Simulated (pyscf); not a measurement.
Optimised with ωB97X-D3(BJ)/def2-SVP in PySCF.

Problem. How much does it cost (ΔH, 298 K, ωB97M-D3(BJ)/def2-TZVP) to split H₂N–MoH(F)(F)(F)–F (SMILES [NH2][MoH]([F])([F])([F])[F]) at its Mo–N bond into NH₂• + [F–MoH(F)(F)–F]•?

Solution. Mo–N to NH₂• + [F–MoH(F)(F)–F]•: 193.4 kJ/mol. The 7 functionals that were run give +190.1 (M06-2X) to +250.2 kJ/mol (PBE). The radicals are drawn with the spin at the cut bond; how far it spreads was not checked. Open-shell species with a d-block atom are single-reference here; other states, and whether the spin sits on metal or ligand, were not checked. Elements past Kr carry the def2 core potentials, without spin-orbit coupling.
